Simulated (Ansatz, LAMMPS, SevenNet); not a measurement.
Ladder of methods for the elastic constant C12 of zinc-blende ZnSe

Reference value: 50.6 GPa (measured, temperature not stated, no zero-point or thermal correction; as tabulated in Oses et al. (2018), arXiv:1811.08464).

```json
[
 {"level (code)": "Stillinger–Weber CdTeZnSeHgS0.sw (LAMMPS)", "value (GPa)": "47.4", "cell (Å³/atom)": "22.77", "difference (%)": "-6.3"},
 {"level (code)": "SevenNet-l3i5 (SevenNet)", "value (GPa)": "50.1", "cell (Å³/atom)": "23.64", "difference (%)": "-1.0"},
 {"level (code)": "LDA (Ansatz)", "value (GPa)": "58.7", "cell (Å³/atom)": "21.57", "difference (%)": "+16.0"},
 {"level (code)": "PBE (Ansatz)", "value (GPa)": "45.1", "cell (Å³/atom)": "23.55", "difference (%)": "-10.9"},
 {"level (code)": "HSE06 (Ansatz)", "value (GPa)": "49.9", "cell (Å³/atom)": "23.16", "difference (%)": "-1.4"}
]
```

Leaving aside Stillinger–Weber CdTeZnSeHgS0.sw, which can be fitted to such values or carry a doubt: The reference's temperature isn't stated, so close values are not ranked against it.

The reference has no zero-point or thermal correction, while the calculations are for a static lattice, so the differences are not the levels' errors alone.  Stillinger–Weber CdTeZnSeHgS0.sw: the potential file covers more elements than this solid holds. Each level is taken at its own relaxed cell. K meshes differ between the levels. Ansatz's density-functional and Hartree–Fock values are scalar-relativistic unless marked +SOC, with PAW data made under PBE.

Empirical potentials (Stillinger–Weber CdTeZnSeHgS0.sw) are fitted to chosen data, which need not cover the solid at hand: agreement can be built in, and what lay outside the fit can be far off. Machine-learned potentials (SevenNet-l3i5) are trained on DFT data, which may include these solids.

Differences are worked out from the printed values.

Ansatz is a first-principles code.
